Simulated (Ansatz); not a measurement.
in.yaml

```yaml
crystal:
  periodic: [false, false, false]
  atoms:
    - {symbol: Si, position_ang: [0.009145, 0.000000, 0.601555]}
    - {symbol: B, position_ang: [0.082475, 0.000000, -1.215039]}
    - {symbol: H, position_ang: [-0.655933, -0.941243, -0.666868]}
    - {symbol: H, position_ang: [-0.655935, 0.941242, -0.666868]}
    - {symbol: H, position_ang: [0.172446, 0.000000, -2.395826]}
basis:
  gaussian: {orbitals: cc-pVTZ}
total_charge: 1
magnetization: {spin_polarized: true, initial_magnetization: 1}
correlation: {method: ccsdt_q, electrons: outside_noble_gas}
```

```sh
$ ansatz run in.yaml --threads 2 --pin off --events-out ev --progress --plain --max-ram 16896MiB --backend cuda --devices 0, --max-vram 18GiB
```

(1) Roughly how long does this take on 2 threads of AMD EPYC 7R13 with a shared H100 80 GB, shared host, and how much host memory?

```
1341 factors; integrals over basis functions are off by at most 2.5e-7 eV
mean field evaluation 1: about -8568.4183 eV, gradient 1.8e1 eV
mean field evaluation 2: about -8568.4267 eV, gradient 1.8e1 eV
mean field evaluation 4: about -8571.2005 eV, gradient 2.5e0 eV
mean field evaluation 8: about -8571.4520 eV, gradient 1.4e-1 eV
mean field evaluation 16: about -8571.1926 eV, gradient 2.5e0 eV
mean field evaluation 32: about -8568.8761 eV, gradient 6.2e-2 eV
mean field evaluation 64: about -8568.8690 eV, gradient 7.0e-2 eV
mean field -8571.45309664 eV, -314.9950913621 hartree, gradient 7.1e-6 eV, S^2 0.822669; 1 other end points of the search recorded, 0 dependent functions left out
determinant -8571.45309664 eV, -314.9950913621 hartree, with singles and doubles -8577.59293336 eV, -315.2207261998 hartree
determinant -8568.87657515 eV, -314.9004059435 hartree, with singles and doubles -8575.30604444 eV, -315.1366845819 hartree
6 core orbitals not correlated: weight in the atoms' cores, before any rotation towards them, 1.000 or more for the frozen orbitals, at most 0.000 for the correlated occupied ones
reference -8571.45309664 eV, -314.9950913621 hartree; 5, 4 occupied and 95, 96 virtual orbitals, 1341 factors
second order -5.05601629 eV of doubles, -0.00000000 eV of singles
cycle   1  -5.67180433 eV  change   -6.2e-1 eV  update   8.5e-2
cycle   2  -6.14552212 eV  change   -4.7e-1 eV  update   4.2e-2
cycle   3  -6.29731854 eV  change   -1.5e-1 eV  update   2.4e-2
cycle   4  -6.26813830 eV  change    2.9e-2 eV  update   1.1e-2
cycle   5  -6.28161617 eV  change   -1.3e-2 eV  update   5.6e-3
cycle   6  -6.28884668 eV  change   -7.2e-3 eV  update   3.2e-3
cycle   7  -6.28659346 eV  change    2.3e-3 eV  update   1.9e-3
cycle   8  -6.28726240 eV  change   -6.7e-4 eV  update   1.3e-3
cycle   9  -6.28890898 eV  change   -1.6e-3 eV  update   6.8e-4
cycle  10  -6.28779584 eV  change    1.1e-3 eV  update   4.0e-4
cycle  11  -6.28833746 eV  change   -5.4e-4 eV  update   2.2e-4
cycle  12  -6.28822416 eV  change    1.1e-4 eV  update   1.2e-4
cycle  13  -6.28831909 eV  change   -9.5e-5 eV  update   6.8e-5
cycle  14  -6.28834790 eV  change   -2.9e-5 eV  update   2.9e-5
cycle  15  -6.28833749 eV  change    1.0e-5 eV  update   1.4e-5
cycle  16  -6.28832855 eV  change    8.9e-6 eV  update   7.9e-6
cycle  17  -6.28832591 eV  change    2.6e-6 eV  update   3.8e-6
cycle  18  -6.28832470 eV  change    1.2e-6 eV  update   2.1e-6
cycle  19  -6.28832475 eV  change   -5.2e-8 eV  update   1.1e-6
perturbative correction -0.01135721 eV, -0.0004173698 hartree
Total energy: -8577.75277860 eV, -315.2266004040 hartree
```

Answers

(1) 13 s wall and 0.9 GiB.
